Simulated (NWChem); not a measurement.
System meant: CH3 cation

The following NWChem deck was run.

```
start job
memory heap 200 mb stack 900 mb global 1100 mb
charge 1
geometry units angstroms noautoz
  C      0.000000     0.000000     0.000000
  H      0.780694     0.780694     0.000000
  H      0.285754    -1.066448     0.000000
  H     -1.066448     0.285754     0.000000
end
basis spherical
  * library def2-svp
end
dft
  xc b3lyp
  iterations 4
  mulliken
end
task dft energy
```

End of the output:

```
    Atom       Charge   Shell Charges
 -----------   ------   -------------------------------------------------------
    1 C    6     5.35   1.97  0.71  0.36  1.50  0.78  0.03
    2 H    1     0.88   0.59  0.22  0.07
    3 H    1     0.88   0.59  0.22  0.07
    4 H    1     0.88   0.59  0.22  0.07

 center of mass
 --------------
 x =   0.00000000 y =   0.00000000 z =   0.00000000

 moments of inertia (a.u.)
 ------------------
           6.580605281628           0.000000000000           0.000000000000
           0.000000000000           6.580605281628           0.000000000000
           0.000000000000           0.000000000000          13.161210563256

     Multipole analysis of the density
     ---------------------------------

     L   x y z        total         alpha         beta         nuclear
     -   - - -        -----         -----         ----         -------
     0   0 0 0      1.000000     -4.000000     -4.000000      9.000000

     1   1 0 0      0.000000      0.000000      0.000000      0.000000
     1   0 1 0     -0.000000     -0.000000     -0.000000      0.000000
     1   0 0 1      0.000000      0.000000      0.000000      0.000000

     2   2 0 0     -2.990560     -4.760036     -4.760036      6.529512
     2   1 1 0     -0.000000     -0.000000     -0.000000      0.000000
     2   1 0 1      0.000000      0.000000      0.000000      0.000000
     2   0 2 0     -2.990560     -4.760036     -4.760036      6.529512
     2   0 1 1      0.000000      0.000000      0.000000      0.000000
     2   0 0 2     -3.709829     -1.854915     -1.854915      0.000000

 ------------------------------------------------------------------------
 dft energy failed                                                                                  0
 ------------------------------------------------------------------------
 ------------------------------------------------------------------------
  current input line :
    18: task dft energy
 ------------------------------------------------------------------------
 ------------------------------------------------------------------------
 This type of error is most commonly associated with calculations not reaching convergence criteria
 ------------------------------------------------------------------------
 For more information see the NWChem manual at https://nwchemgit.github.io

0:dft energy failed:Received an Error in Communication
```

Task: Find the fault in this run and fix the input.

Result: Convergence was not reached. Cause: the SCF was allowed too few iterations. This input runs:
```
start job
memory heap 200 mb stack 900 mb global 1100 mb
charge 1
geometry units angstroms noautoz
  C      0.000000     0.000000     0.000000
  H      0.780694     0.780694     0.000000
  H      0.285754    -1.066448     0.000000
  H     -1.066448     0.285754     0.000000
end
basis spherical
  C library def2-svp
  H library def2-svp
end
dft
  xc b3lyp
  iterations 150
  mulliken
end
task dft energy
```
It converges to -39.44698 Ha (B3LYP/def2-SVP).
